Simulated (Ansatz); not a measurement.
`CC(Cl)(Cl)Cl` → `Cl[C]Cl` + `CCl` at 500 K and 1 bar (formal loss of a carbene).

Program: Ansatz. Geometries: PBE0-D4/def2-TZVP. ΔE: electronic, gas phase. CCSD(T)/CBS is the MP2 limit (def2-TZVPP, def2-QZVPP) plus CCSD(T) − MP2 in def2-TZVPP, frozen cores. This one scheme is used for every species.

```csv
species,CCSD(T)/CBS energy (Eh),H − E (kJ/mol),S (J/(mol·K))
`CC(Cl)(Cl)Cl`,-1457.23880,163.8,373.0
`Cl[C]Cl`,-957.49147,32.6,290.0
`CCl`,-499.63220,119.3,258.4
```

H − E and S are ideal-gas, rigid-rotor, harmonic terms from PBE0-D4/def2-TZVP. 1 Eh = 2625.50 kJ/mol, R = 8.31446 J/(mol·K).

Question: By hand: ΔE, ΔH, ΔS and ΔG.

Answer: ΔE = (-957.49147) + (-499.63220) − (-1457.23880) = 0.11513 Eh = 302.3 kJ/mol. Δ(H − E) = 32.6 + 119.3 − 163.8 = -11.9, so ΔH = 290.4 kJ/mol. ΔS = 290.0 + 258.4 − 373.0 = 175.4 J/(mol·K). ΔG = 290.4 − 500 × (175.4)/1000 = 202.7 kJ/mol.

Question: By hand: the equilibrium constant, and the temperature at which ΔG would vanish if ΔH and ΔS stayed fixed.

Answer: log₁₀ K = −ΔG/(RT ln 10) = -21.2. ΔG = 0 at ΔH/ΔS = 1656 K.

The number of gas molecules changes by +1, which sets the sign of ΔS. A doubt of 5 kJ/mol in ΔE shifts log₁₀ K by 0.5 here. These are equilibria of isolated gas molecules and say nothing of rates. Largest T1 diagnostic: 0.020 (customary marks: 0.02 for closed shells, 0.045 for open ones).
